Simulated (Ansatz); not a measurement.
in.yaml

```yaml
crystal:
  periodic: [false, false, false]
  atoms:
    - {symbol: Ge, position_ang: [-0.921214, 0.000000, 0.000000]}
    - {symbol: H, position_ang: [-1.432664, 1.446599, 0.000000]}
    - {symbol: H, position_ang: [-1.432664, -0.723300, 1.252792]}
    - {symbol: H, position_ang: [-1.432664, -0.723299, -1.252792]}
    - {symbol: H, position_ang: [0.985786, 0.000000, 0.000000]}
    - {symbol: N, position_ang: [3.235870, 0.000000, 0.000000]}
    - {symbol: C, position_ang: [2.075786, 0.000000, 0.000000]}
basis:
  gaussian: {orbitals: cc-pVDZ}
magnetization: {spin_polarized: true, initial_magnetization: 1}
hamiltonian: {xc: {name: r2SCAN}}
```

```sh
$ ansatz run in.yaml --threads 1 --pin off --events-out ev --progress --plain --max-ram 4096MiB --backend cpu
```

The program prints:

```
985 factors; their error is unknown
mean field evaluation 1: about -59101.6560 eV, gradient 2.5e1 eV
mean field evaluation 2: about -59081.4662 eV, gradient 6.4e1 eV
mean field evaluation 4: about -59104.5550 eV, gradient 3.8e0 eV
mean field evaluation 8: about -59104.6272 eV, gradient 1.1e-1 eV
mean field evaluation 16: about -59104.6275 eV, gradient 2.2e-4 eV
mean field -59104.62746698 eV, -2172.0549968560 hartree, gradient 3.5e-5 eV, S^2 0.754689; 0 other end points of the search recorded, 0 dependent functions left out
reference -59104.62747697 eV, -2172.0549972234 hartree; 25, 24 occupied and 50, 51 virtual orbitals, 985 factors
Total energy: -59104.62747697 eV, -2172.0549972234 hartree
```

Ran on 1 thread of AMD EPYC 7R13, shared host: 4.1 s wall, 0.19 GiB peak host memory.
